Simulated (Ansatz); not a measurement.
H2N–O⁺, triplet: reading a ladder of total energies

Geometry: that of the H2N–O, doublet, kept fixed.

```yaml
atoms:
  - { symbol: N, position_ang: [0.0000, 0.0000, 0.5984] }
  - { symbol: O, position_ang: [0.0000, 0.0000, -0.6635] }
  - { symbol: H, position_ang: [0.0000, 0.8762, 1.1083] }
  - { symbol: H, position_ang: [0.0000, -0.8762, 1.1083] }
```

Basis cc-pVDZ; Ansatz 0.2.0. Only valence electrons are correlated (noble-gas cores frozen), which leaves 12 electrons in 36 orbitals. R marks a restricted (for open shells ROHF) determinant, U an unrestricted one.

Full CI isn't at hand for all of this; UCCSDT(Q) serves as the reference, and is uncertain by about the last step of the cluster series.

Runs differ by some tens of microhartree through their thresholds and, for an open shell, their frozen cores, so steps under 0.03 kcal/mol mean nothing.

```tsv
level	total energy (hartree)
UHF	-130.067530
UMP2	-130.358350
UCCSD	-130.385162
UCCSD(T)	-130.392901
UCCSDT	-130.393569
UCCSDT(Q)	-130.394355
```

**Question.** What is the correlation energy at UCCSDT(Q), and what share of it do UMP2 and UCCSD(T) recover?

**Answer.** E(corr) = -130.394355 − (-130.067530) = -0.326825 hartree = -8.893 eV. UMP2: -0.290820 / -0.326825 = 88.98 %. UCCSD(T): -0.325371 / -0.326825 = 99.56 %.

**Question.** By how many kcal/mol does UCCSD(T) miss UCCSDT(Q) (1 hartree = 627.509 kcal/mol), and which steps make up the rest?

**Answer.** -130.392901 − (-130.394355) = 0.001454 hartree = 0.91 kcal/mol. Steps: UCCSDT − UCCSD(T) = -0.42, UCCSDT(Q) − UCCSDT = -0.49 kcal/mol. Differences between like states or geometries often cancel part of this.
